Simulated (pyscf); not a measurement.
A first-order saddle from PySCF, ωB97X-D3(BJ)/def2-SVP:

```xyz
11

Al     1.7678     1.7453    -1.5590
C      0.5089     0.7297    -0.4305
H     -0.6927    -0.5759    -0.4324
H     -0.4977     1.0972    -0.2352
H      0.8380    -0.1325     0.1481
C     -0.8979    -0.1705     1.5808
C     -1.3555    -0.9983     0.5211
H     -0.0910    -0.4855     2.2478
H     -1.4263     0.7438     1.8641
H     -1.0730    -2.0588     0.5774
H     -2.3942    -0.8428     0.1978
```
Charge 0, spin multiplicity 1.

Surface: singlet, charge 0. Lowest wavenumbers (cm⁻¹): 1059i, 115, 126, 261, 309.

Task: Name the species on either side of this saddle.

Result: H₃C–Al [singlet] + ethylene (H₂C=CH₂) ⇌ H₃C–CH₂–CH₂–Al [singlet], an addition across a multiple bond or ene-type step read from left to right: C–H broken and C–C, C–H formed. At CCSD(T)/def2-TZVPP + ΔMP2(QZVPP) it lies +73.5 kcal/mol from the left side and +94.2 kcal/mol from the right (each side as separated species at their lowest minima found). Another saddle between the same species, by other bonds, lies lower (18.5 kcal/mol against 82.2 kcal/mol at ωB97M-D3(BJ)/def2-TZVP). One closed-shell reference is unstable to symmetry breaking; treat the single-reference values with care. The CCSD(T) − MP2 part came from Ansatz, without density fitting, on the same reference.
